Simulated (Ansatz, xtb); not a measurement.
Two isomers of C5H6S

We compare a, `C=CC(C)=C=S`, a singlet, with b, `Cc1cccs1`, a singlet. Both are isolated molecules in the gas phase, relaxed with PBE0-D3(BJ)/def2-SVP; the shapes shown needn't be the lowest conformers.

a (Å):

```yaml
atoms:
  - { symbol: C, position_ang: [-0.1005, -2.4786, 0.8021] }
  - { symbol: C, position_ang: [-0.4359, -2.2954, -0.4840] }
  - { symbol: C, position_ang: [0.4446, -1.7287, -1.5020] }
  - { symbol: C, position_ang: [1.8451, -1.2972, -1.1519] }
  - { symbol: C, position_ang: [0.0098, -1.5918, -2.7474] }
  - { symbol: S, position_ang: [-0.4943, -1.4269, -4.2124] }
  - { symbol: H, position_ang: [-0.8145, -2.9094, 1.5069] }
  - { symbol: H, position_ang: [0.8838, -2.2104, 1.1937] }
  - { symbol: H, position_ang: [-1.4366, -2.5830, -0.8210] }
  - { symbol: H, position_ang: [2.4206, -2.1514, -0.7601] }
  - { symbol: H, position_ang: [2.3766, -0.8939, -2.0233] }
  - { symbol: H, position_ang: [1.8206, -0.5200, -0.3711] }
```

b (Å):

```xyz
12

C     0.1430    0.5236    2.7301
C    -0.5988    0.0426    1.5285
C    -0.3466    0.3067    0.2055
C    -1.2645   -0.3249   -0.6824
C    -2.2070   -1.0638   -0.0211
S    -1.9780   -0.9924    1.6815
H    -0.5025    1.1078    3.4051
H     0.5630   -0.3101    3.3150
H     0.9758    1.1693    2.4184
H     0.4804    0.9410   -0.1189
H    -1.2267   -0.2345   -1.7689
H    -3.0250   -1.6476   -0.4408
```

Quicker runs give these differences E(b) − E(a): GFN2-xTB −163.2 kJ/mol; HF/STO-3G −265.2 kJ/mol (at GFN2-xTB geometries); r2SCAN-D4/def2-SVP −148.7 kJ/mol (at GFN2-xTB geometries).

Q: Estimate E(b) − E(a) at the level CCSD(T)/def2-SVP + ΔMP2/def2-TZVPP.

A: Calculated at CCSD(T)/def2-SVP + ΔMP2/def2-TZVPP: E(b) − E(a) = −148.7 kJ/mol, so structure b lies lower.

The same difference at several levels:

```
                             level              geometry  E(b) − E(a) (kJ/mol)  departure from the last row (kJ/mol)  job, with rough time for the two
                          GFN2-xTB              GFN2-xTB                  −163.2                                 −14.5              optimisation, 0.12 s
                         HF/STO-3G              GFN2-xTB                  −265.2                                −116.5              single point, 0.28 s
                r2SCAN-D4/def2-SVP              GFN2-xTB                  −148.7                                   0.0               single point, 2.9 s
              PBE0-D3(BJ)/def2-SVP  PBE0-D3(BJ)/def2-SVP                  −163.6                                 −14.9                optimisation, 18 s
                       HF/def2-SVP  PBE0-D3(BJ)/def2-SVP                  −134.8                                 +13.9           part of the CCSD(T) run
                      MP2/def2-SVP  PBE0-D3(BJ)/def2-SVP                  −158.6                                  −9.9           part of the CCSD(T) run
                  CCSD(T)/def2-SVP  PBE0-D3(BJ)/def2-SVP                  −136.8                                 +11.9                      single point
CCSD(T)/def2-SVP + ΔMP2/def2-TZVPP  PBE0-D3(BJ)/def2-SVP                  −148.7                                                      single point, 31 s
```

As drawn, b has 3 C∷C, 2 C∷S in place of 2 C=C, 1 C–C, 1 C=S (∷ is an aromatic bond). Structure a has no ring, b a 5-membered ring (with an aromatic ring).

None of the levels shown reverses the order. The largest departure from CCSD(T)/def2-SVP + ΔMP2/def2-TZVPP is that of HF/STO-3G, 116.5 kJ/mol. The last row adds to CCSD(T) the change of the MP2 difference between the two basis sets, here −11.9 kJ/mol.

With thermal terms from frequencies at re-optimised GFN2-xTB minima (ideal gas, soft modes damped towards free rotors, one conformer each, 298.15 K, 1 atm): on the last row, ΔE + ΔZPE = −143.8, ΔH = −147.1, ΔG = −139.3 kJ/mol.

The correlated steps freeze 10 core orbitals. Codes used: Ansatz 0.2.0, xtb 6.7.1; the last row on 4 threads of Arm Neoverse V1 on a shared host.
